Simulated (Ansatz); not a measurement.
# H2Si: the cost of one run

Computed with the Python package of Ansatz 0.2.0. Level of theory: CCSD(T)/def2-SVP.

**1. Starting point**

Bond lengths: Si1–H2 1.442 Å, Si1–H3 1.442 Å. Angles: H2–Si1–H3 123.6°.

No structure file is read: the coordinates are typed or built in the script.

**2. Script**

h2si.py

```python
# -*- coding: utf-8 -*-
"""Interaction energy of two H2Si molecules, with the counterpoise correction."""

import ansatz as az

BASIS_SET = "def2-SVP"
METHOD = "CCSD(T)"

FIRST = [
    ("Si", (-0.3138, 0.2993, -0.1365)),
    ("H", (0.8506, 0.7985, 0.5531)),
    ("H", (-0.5368, -1.0979, -0.4166)),
]
SECOND = [
    ("Si", (-2.5998, -1.4721, 2.25)),
    ("H", (-2.9977, -1.6984, 3.6177)),
    ("H", (-1.3153, -0.9364, 1.8713)),
]

def energy(atoms, ghosts=()):
    molecule = az.Crystal.molecule()
    for symbol, xyz in atoms:
        molecule = molecule.atom(symbol, xyz)
    calc = (
        molecule.calculation()
        .basis(gaussian=BASIS_SET)
        .correlation(METHOD)
    )
    deck = calc.input()
    if ghosts:
        deck = deck.set(az.key.basis.gaussian.ghost_atoms, [{"symbol": s, "position_ang": list(xyz)} for s, xyz in ghosts])
    return az.Session.from_dict(deck).plan().execute().report["free_energy_ev"]

# monomers in their own basis and in the basis of the dimer
both = energy(FIRST + SECOND)
alone = energy(FIRST) + energy(SECOND)
ghosted = energy(FIRST, SECOND) + energy(SECOND, FIRST)
print(f"dimer {both:.6f} eV")
print(f"interaction, uncorrected   {23.060548 * (both - alone):8.3f} kcal/mol")
print(f"interaction, counterpoise  {23.060548 * (both - ghosted):8.3f} kcal/mol")
print(f"basis-set superposition    {23.060548 * (alone - ghosted):8.3f} kcal/mol")
```

**3. The run**

Command:

```console
python h2si.py
```

What time and memory should one allow on 1 thread of Arm Neoverse V2, shared host?

About 2.5 s, with a peak of 0.17 GiB.
